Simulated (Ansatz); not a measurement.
# AlSi− (singlet): relaxing a cheap start

Aim: relax a generated start of AlSi− (singlet) and see which bonds hold.

Program: Ansatz 0.2.0, Gaussian basis. Level of theory: RKS PBE0/def2-TZVPD. These are calculated values, not measurements.

## (1) The starting structure

2 atoms, charge -1, spin multiplicity 1.

Atoms are counted from 1 here; the program's logs count them from 0.

Bond lengths: Si1–Al2 2.158 Å.

Geometry (Å):

```xyz
2
AlSi
Si    0.00000    0.00000    0.00000
Al    0.00000    0.00000    2.15760
```

The start is set by covalent radii. Sticks and bond lists go by distance. 

## (2) The run

The input, in.yaml:

```yaml
crystal:
  periodic: [false, false, false]
  atoms:
    - {symbol: Si, position_ang: [0.000000, 0.000000, 0.000000]}
    - {symbol: Al, position_ang: [0.000000, 0.000000, 2.157600]}
basis:
  gaussian: {orbitals: def2-TZVPD}
total_charge: -1
hamiltonian: {xc: pbe0}
relax: {f_tol: 0.004, max_steps: 80}
```

Command:

```bash
$ ansatz run in.yaml --threads 1 --pin off --events-out ev --progress --plain --max-ram 2176MiB
```

Q: Predict the outcome of this session. Wanted: energy gained; shift from the start; total energy.

The runs gave:

| quantity | value |
| --- | --- |
| steps | 4 |
| energy gained | 0.016 eV |
| shift from the start (rms) | 0.024 Å |
| total energy | -14465.8175 eV |

What this shows: The bonds of the start are those of the end. Si1–Al2 went from 2.158 to 2.206 Å. No vibrations were run, so this is a stationary point, not a proven minimum, and this spin need not be the ground state's.
